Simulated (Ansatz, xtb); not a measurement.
# Two structures of C2H3Mg+

We compare a, a singlet given by its coordinates, with b, a singlet given by its coordinates. Both are isolated ions in the gas phase, relaxed with B3LYP-D3(BJ)/def2-SVP.

a (Å):

```xyz
6

C    -0.0599   -0.0194    0.5369
C     0.8251    0.7280   -0.1244
Mg   -1.8720   -0.5940   -0.2923
H     0.6944    1.1069   -1.1434
H     1.7732    1.0059    0.3608
H     0.1093   -0.3803    1.5601
```

Close contacts (Å): C1–C2 1.33, C1–Mg3 2.07, C1–H6 1.10, C2–H4 1.09, C2–H5 1.10.

b (Å):

| atom | x (Å) | y (Å) | z (Å) |
| --- | --- | --- | --- |
| C | -1.7597 | -2.3519 | -0.6534 |
| C | -2.5762 | -2.7739 | 0.1465 |
| Mg | -0.7765 | -1.7931 | 1.5727 |
| H | -1.0921 | -2.0089 | -1.4371 |
| H | -3.3568 | -3.1795 | 0.7819 |
| H | 0.1737 | -1.2675 | 2.8195 |

Close contacts (Å): C1–C2 1.22, C1–Mg3 2.50, C2–Mg3 2.50, C1–H4 1.09, C2–H5 1.09, Mg3–H6 1.65.

Problem. Which of the two would you expect CCSD(T)/def2-TZVPP electronic energies to favour?

Solution. Structure a; the calculation gives E(b) − E(a) = +0.719 eV.

How the difference moves with the method:

| level | geometry | E(b) − E(a) (eV) | departure from the last row (eV) | job, with rough time for the two |
| --- | --- | --- | --- | --- |
| GFN2-xTB | GFN2-xTB | −0.092 | −0.811 | optimisation, 0.15 s |
| HF/STO-3G | GFN2-xTB | +1.039 | +0.321 | single point, 0.2 s |
| r2SCAN-D4/def2-SVP | GFN2-xTB | +0.999 | +0.281 | single point, 3.1 s |
| B3LYP-D3(BJ)/def2-SVP | B3LYP-D3(BJ)/def2-SVP | +0.849 | +0.130 | optimisation, 16 s |
| HF/def2-TZVPP | B3LYP-D3(BJ)/def2-SVP | +0.477 | −0.242 | part of the CCSD(T) run |
| MP2/def2-TZVPP | B3LYP-D3(BJ)/def2-SVP | +0.723 | +0.004 | part of the CCSD(T) run |
| CCSD(T)/def2-TZVPP | B3LYP-D3(BJ)/def2-SVP | +0.719 |  | single point, 49 s |

GFN2-xTB puts the two in the other order. The largest departure from CCSD(T)/def2-TZVPP is that of GFN2-xTB, 0.811 eV.

With harmonic frequencies from B3LYP-D3(BJ)/def2-SVP (ideal gas, rigid rotor, one conformer each, 298.15 K, 1 atm): on the last row, ΔE + ΔZPE = +0.524, ΔH = +0.557, ΔG = +0.513 eV.

The correlated steps freeze 3 core orbitals; the last core shell of Mg is correlated, in a basis made for valence electrons. Programs: Ansatz 0.2.0, xtb 6.7.1; the last row on 1 thread of Arm Neoverse V1 on a shared host.
